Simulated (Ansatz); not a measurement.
The cluster B₂H. Charge 0, multiplicity 4. Geometry PBE0-D4/def2-TZVP; atoms count from 1.

```xyz
3

B     0.041    0.098   -0.042
B    -0.507   -1.206    0.516
H     0.466    1.108   -0.474
```

The structure comes from a short search, and lower isomers may exist.

Question: Estimate the Mulliken populations from the PBE0/def2-TZVP orbitals of Ansatz.

Answer: 
```json
{"atom": "B1", "charge (e)": "0.04", "spin (α − β)": "1.13"}
{"atom": "B2", "charge (e)": "-0.14", "spin (α − β)": "1.91"}
{"atom": "H3", "charge (e)": "0.10", "spin (α − β)": "-0.03"}
```
Mulliken values depend strongly on the basis.

Question: Where does the spin sit?

Answer: Summed by element: B 3.03, H -0.03, of 3 unpaired in all. Largest on single atoms: B2 1.91, B1 1.13, H3 -0.03.

Question: And the Mayer bond orders between heavy atoms (over 0.3)?

Answer: B1–B2 1.98 (1.52 Å).
